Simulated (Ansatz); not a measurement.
`C=NC(C)F` + H₂ → `C=NCF` + CH₄ at 500 K and 1 bar (hydrogenolysis of a C–C bond).

Gas-phase electronic energies from Ansatz, PBE0-D4/def2-TZVP geometries. CBS: MP2 limit from def2 TZ/QZ plus the TZ coupled-cluster correction, frozen cores. This one scheme is used for every species. Each species was taken in one conformer, which may not be the lowest.

```tsv
species	CCSD(T)/CBS energy (Eh)	H − E (kJ/mol)	S (J/(mol·K))
`C=NC(C)F`	-272.23600	274.4	361.6
H₂	-1.17544	41.0	145.5
`C=NCF`	-232.96675	191.8	317.2
CH₄	-40.46206	135.6	206.8
```

H − E and S are ideal-gas, rigid-rotor, harmonic terms from PBE0-D4/def2-TZVP, for one conformer and one mirror image of each species. For small species the MP2-based limit differs from directly extrapolated CCSD(T) by up to some mEh (0.8 for H₂); such offsets cancel only in part. 1 Eh = 2625.50 kJ/mol, R = 8.31446 J/(mol·K).

Problem. By hand: ΔE, ΔH, ΔS and ΔG.

Solution. ΔE = (-232.96675) + (-40.46206) − (-272.23600) − (-1.17544) = -0.01737 Eh = -45.6 kJ/mol. Δ(H − E) = 191.8 + 135.6 − 274.4 − 41.0 = 12.0, so ΔH = -33.6 kJ/mol. ΔS = 317.2 + 206.8 − 361.6 − 145.5 = 16.9 J/(mol·K). ΔG = -33.6 − 500 × (16.9)/1000 = -42.0 kJ/mol.

Problem. By hand: the equilibrium constant, and the temperature at which ΔG would vanish if ΔH and ΔS stayed fixed.

Solution. log₁₀ K = −ΔG/(RT ln 10) = 4.4. ΔH and −TΔS have one sign here, so there is no such temperature.

ΔH outweighs TΔS. A doubt of 5 kJ/mol in ΔE shifts log₁₀ K by 0.5 here. Other conformers and mirror images would add mixing entropy, several J/(mol·K) or more a flexible species. These are equilibria of isolated gas molecules and say nothing of rates. Largest T1 diagnostic: 0.012 (customary marks: 0.02 for closed shells, 0.045 for open ones).
